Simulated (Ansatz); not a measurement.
# CH2FSi+ (SMILES [CH+]=[SiH]F): single points off equilibrium

An exercise on one series of results from a longer session: the logs are not shown, and one member is left open.

Program: Ansatz 0.2.0, Gaussian basis. Level of theory: single points in def2-TZVPP. These are calculated values, not measurements.

Cores are frozen in the correlated methods.

## Where the work starts

SMILES `[CH+]=[SiH]F`, 5 atoms, charge 1, spin multiplicity 1.

Atoms are counted from 1 here; the program's logs count them from 0.

Bond lengths: C1–Si2 1.782 Å, C1–H4 1.106 Å, Si2–F3 1.630 Å, Si2–H5 1.428 Å. Angles: Si2–C1–H4 162.4°, C1–Si2–F3 110.6°, C1–Si2–H5 136.0°, F3–Si2–H5 113.1°.

As a file:

```xyz
5
CH2FSi
C    -1.0494   -0.4837   -0.3170
Si    0.5380    0.1448    0.1935
F     0.6024    1.7620   -0.0002
H    -1.9154   -1.1519   -0.4810
H     1.6946   -0.3885    0.8394
```

Set-up of the first run:

Contents of run/in.yaml:

```yaml
crystal:
  periodic: [false, false, false]
  atoms:
    - {symbol: C, position_ang: [-1.049400, -0.483700, -0.317000]}
    - {symbol: Si, position_ang: [0.538000, 0.144800, 0.193500]}
    - {symbol: F, position_ang: [0.602400, 1.762000, -0.000200]}
    - {symbol: H, position_ang: [-1.915400, -1.151900, -0.481000]}
    - {symbol: H, position_ang: [1.694600, -0.388500, 0.839400]}
basis:
  gaussian: {orbitals: def2-TZVPP}
total_charge: 1
correlation: {method: ccsd_t}
output: {forces: true}
```

The command line of these runs was not kept.

Among the steps run: CCSD(T)/def2-TZVPP; PBE0-D4/def2-TZVPP; wB97M-V/def2-TZVPP; r2SCAN-D4/def2-TZVPP; PBE-D4/def2-TZVPP; revPBE-D4/def2-TZVPP; HSE06-D4/def2-TZVPP.

One table of the session follows, with a row left open; its other results are not shown here.

| method | RMS force component (eV/Å) | angle to CCSD(T) forces (°) |
| --- | --- | --- |
| CCSD(T) | 1.441 | reference |
| PBE0-D4 | 1.492 | 4.9 |
| wB97M-V | 1.426 | 5.0 |
| r2SCAN-D4 | 1.440 | 4.5 |
| PBE-D4 | 1.251 | 11.0 |
| revPBE-D4 | ? | ? |
| HSE06-D4 | 1.490 | 4.8 |

Estimate the missing values for revPBE-D4.

The run gave: RMS force component (eV/Å): 1.201; angle to CCSD(T) forces (°): 11.5. In the column «RMS force component (eV/Å)» it is the lowest.
